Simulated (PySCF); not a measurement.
Gas-phase reaction: B₂O₃ → 2 BO + O

Computed with PySCF (xtb for GFN2) and rigid-rotor harmonic-oscillator thermochemistry at 1 bar. Table values come from the NASA 1993 polynomials. After a fit of one offset per element over all species, the range-separated, M06-2X, PBE0/def2-QZVP and CCSD(T)/def2-TZVPP enthalpies, where run, lie to one side of the table for BO (+18 kJ/mol): a fault of the table's entry, another state or a shared error of the levels is possible; this was not checked at source. † marks an energy on the PBE0/def2-TZVP geometry and frequencies; other levels use their own. MP2 and CCSD(T) freeze the core. Open shells (unrestricted): BO (multiplicity 2), O (multiplicity 3, electronic degeneracy 9); the rest are closed-shell singlets. GFN2 has no spin-polarisation term. Spin-orbit splitting is ignored; it lowers the true energy and changes the entropy of O. B3LYP is the form with VWN-RPA correlation. MP2 isn't extrapolated to the basis-set limit; its ΔH°(298 K) is 1101.5 kJ in def2-SVP and 1120.4 kJ in def2-TZVPP. CCSD(T) isn't extrapolated to the basis-set limit; its ΔH°(298 K) is 1053.7 kJ in def2-SVP and 1071.0 kJ in def2-TZVPP. The harmonic model lacks anharmonicity and excited electronic states, which grow with temperature; levels with a mode under 35 cm⁻¹ are left out. Soft modes under 120 cm⁻¹ make the harmonic entropy rough for B₂O₃. The table's entry may be an old estimate for B₂O₃, BO (not checked at source). Warning, point group unlike the PBE0 one: B₂O₃ (GFN2-xTB, PBE/def2-SVP).

```tsv
level	ΔH°(298 K), kJ	minus table	ΔG°(1800 K), kJ
table	1085.1	-	572.8
B3LYP/def2-TZVP†	1100.2	15.1	590.0
CCSD(T)/def2-SVP†	1053.7	-31.4	543.4
CCSD(T)/def2-TZVPP†	1071.0	-14.1	560.7
GFN2-xTB	1527.1	442.0	1029.8
M06-2X/def2-TZVP†	1111.1	26.0	600.8
MP2/def2-SVP†	1101.5	16.4	591.3
MP2/def2-TZVPP†	1120.4	35.3	610.1
PBE/def2-SVP	1150.2	65.1	657.0
PBE0/def2-QZVP†	1097.0	11.9	586.7
PBE0/def2-SVP†	1118.8	33.7	608.5
PBE0/def2-TZVP	1097.3	12.2	587.0
```
